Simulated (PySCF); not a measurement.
Isomers of C4H8N2, mass 84.069 u with the commonest isotopes. Method: wB97X-D/def2-SVPD in PySCF (dipole) on a GFN2-xTB geometry, gas phase. One conformer each, none proved a minimum here; rigid rotors.

Question: Order these by dipole moment, smallest first.
A. `[CH2:1]=[CH:2]/[C:3]([CH3:4])=[N:5]\[NH2:6]` with C1–C2–C3–C4 3°, C3–N5–N6–H -22° and -160°
B. `[H]/[N:6]=[C:4](\[CH:3]=[N:2]\[CH3:1])[CH3:5]` with N2–C3–C4–C5 0°
C. `[CH3:1][N:2]1[CH2:3][CH2:4][CH:5]=[N:6]1` with C1–N2–C3–C4 154°, N2–C3–C4–C5 -11°, C3–C4–C5–N6 6°, C1–N2–N6–C5 -152°
D. `[H]/[N:4]=[C:3](/[CH:2]=[CH2:1])[CH2:5][NH2:6]` with C1–C2–C3–N4 -173°, C2–C3–C5–N6 171°, C3–C5–N6–H -69° and 171°

Answer: A (1.80 D), C (2.18 D), B (2.80 D), D (3.37 D).

Question: Order these by out-of-plane moment Σ m c² = (Ia + Ib − Ic)/2, largest first.
A. `[H]/[N:6]=[C:4](\[CH:3]=[N:2]\[CH3:1])[CH3:5]` with N2–C3–C4–C5 0°
B. `[CH3:1][N:2]1[CH2:3][CH2:4][CH:5]=[N:6]1` with C1–N2–C3–C4 154°, N2–C3–C4–C5 -11°, C3–C4–C5–N6 6°, C1–N2–N6–C5 -152°
C. `[CH2:1]=[CH:2]/[C:3]([CH3:4])=[N:5]\[NH2:6]` with C1–C2–C3–C4 3°, C3–N5–N6–H -22° and -160°

Answer: B (6.30 u·Å²), A (3.11 u·Å²), C (1.77 u·Å²).

Question: Order these by rotational constant C, largest first.
A. `[H]/[N:6]=[C:4](\[CH:3]=[N:2]\[CH3:1])[CH3:5]` with N2–C3–C4–C5 0°
B. `[CH3:1][N:2]1[CH2:3][CH2:4][CH:5]=[N:6]1` with C1–N2–C3–C4 154°, N2–C3–C4–C5 -11°, C3–C4–C5–N6 6°, C1–N2–N6–C5 -152°
C. `[H]/[N:4]=[C:3](/[CH:2]=[CH2:1])[CH2:5][NH2:6]` with C1–C2–C3–N4 -173°, C2–C3–C5–N6 171°, C3–C5–N6–H -69° and 171°

Answer: B (2559 MHz), C (1870 MHz), A (1712 MHz).

```
          SMILES  point group  Ia (u·Å²)  Ib (u·Å²)  Ic (u·Å²)      κ  μa (D)  μb (D)  μc (D)
[H]/N=C(C)\C=N\C      near Cs      58.93     242.41     295.13  -0.89    2.62    1.00    0.02
 [H]/N=C(/C=C)CN            –      76.14     199.96     270.21  -0.72    0.51    3.26    0.71
    C=C/C(C)=N\N      near Cs      86.15     184.53     267.13  -0.57    0.37    1.55    0.83
       CN1CCC=N1           C1      66.89     143.20     197.49  -0.61    0.61    2.04    0.48
```
